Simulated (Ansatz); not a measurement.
Basis-set series for C$_{2}$Si. Charge 0, multiplicity 1. The bonds changed during the relaxation, so this is another structure than the one it started from. Geometry: relaxed with PBE0-D4/def2-TZVP.

Cartesian coordinates in Å:
```
C 0.839 1.037 -0.472
C 0.081 0.101 -0.046
Si -0.920 -1.138 0.518
```

| functional | basis | functions | energy (Eh) | HOMO (eV) | LUMO (eV) |
| --- | --- | --- | --- | --- | --- |
| PBE0-D4 | def2-SVP | 46 | -365.14662 | -7.74 | -3.50 |
| PBE0-D4 | def2-QZVPP | 184 | -365.34503 | -7.87 | -3.58 |
| ωB97M-V | def2-SVP | 46 | -365.33077 | -10.03 | -1.42 |
| ωB97M-V | def2-QZVPP | 184 | -365.53163 | -10.21 | -1.59 |

Give the rows for def2-TZVPP. (An estimate is asked.)

Ansatz gave: 
```tsv
functional	basis	functions	energy (Eh)	HOMO (eV)	LUMO (eV)
PBE0-D4	def2-TZVPP	104	-365.33205	-7.85	-3.56
ωB97M-V	def2-TZVPP	104	-365.51963	-10.18	-1.55
```
